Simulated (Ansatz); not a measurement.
# CH₃Al+ (doublet): wave-function methods side by side, cc-pVDZ

One table from this session's results is given with a row withheld; the runs are named, their logs left out.

Method: cc-pVDZ, core rule «outside noble gas», up to 6 orbitals frozen; program: Ansatz 0.2.0, Gaussian basis.

Plan: UHF; CCSD(T) on ROHF; CCSD(T) on UHF; BCCD(T) on ROHF; CISD; CCSDT(Q) on ROHF; CCSDT(Q) on UHF.

5 further runs of the same task are left out: 3 for a known fault of the program, 2 set aside as unsound or not needed.

### What is computed

The geometry is a PBE0/def2-TZVP stationary point (not a proven minimum) of the parent state, kept for this charge and spin.

5 atoms, charge 1, spin multiplicity 2.

Atoms are counted from 1 here; the program's logs count them from 0.

Bond lengths: Al1–C2 1.845 Å, Al1–H3 1.583 Å, Al1–H4 1.583 Å, C2–H5 1.084 Å. Angles: C2–Al1–H3 115.2°, C2–Al1–H4 115.2°, H3–Al1–H4 129.7°, Al1–C2–H5 180.0°.

The first run:

in.yaml

```yaml
crystal:
  periodic: [false, false, false]
  atoms:
    - {symbol: Al, position_ang: [0.000000, 0.000000, 0.565388]}
    - {symbol: C, position_ang: [0.000000, 0.000000, -1.279659]}
    - {symbol: H, position_ang: [0.000000, 1.432477, 1.238502]}
    - {symbol: H, position_ang: [0.000000, -1.432476, 1.238502]}
    - {symbol: H, position_ang: [0.000000, 0.000000, -2.363348]}
basis:
  gaussian: {orbitals: cc-pVDZ}
total_charge: 1
magnetization: {spin_polarized: true, initial_magnetization: 1}
hamiltonian: {xc: hf}
output: {orbitals: {seedname: orbitals}}
```

Command:

```console
$ ansatz run in.yaml --threads 1 --pin off --events-out ev --progress --plain --max-ram 4096MiB --backend cpu
```

Steps of the session up to this table: UHF; CCSD(T) on ROHF; CCSD(T) on UHF; BCCD(T) on ROHF; CISD; CCSDT(Q) on ROHF; CCSDT(Q) on UHF.

One of the session's tables, all rows but one given; the rest of the session is left out.

| method | from UCCSDT(Q) (meV) |
| --- | --- |
| ROHF | +5089.2 |
| UHF | +4981.0 |
| RMP2 | +1307.0 |
| UMP2 | +1305.1 |
| CISD | +511.4 |
| RCCSD | ? |
| UCCSD | +178.0 |
| RCCSD(T) | +55.5 |
| UCCSD(T) | +55.3 |
| BCCD(T) | +56.9 |
| RCCSDT | +9.4 |
| UCCSDT | +9.2 |
| RCCSDT(Q) | +2.2 |
| UCCSDT(Q) | 0 |

Estimate the missing values for RCCSD.

The run gave: from UCCSDT(Q) (meV): +179.7. In the column «from UCCSDT(Q) (meV)» it lies between UCCSD (+178.0) and CISD (+511.4).

Caveats from the session: Restricted and unrestricted rows rest on different reference determinants; where their highest levels disagree by more than a few hundredths of an eV, they describe different states and don't form one ladder.
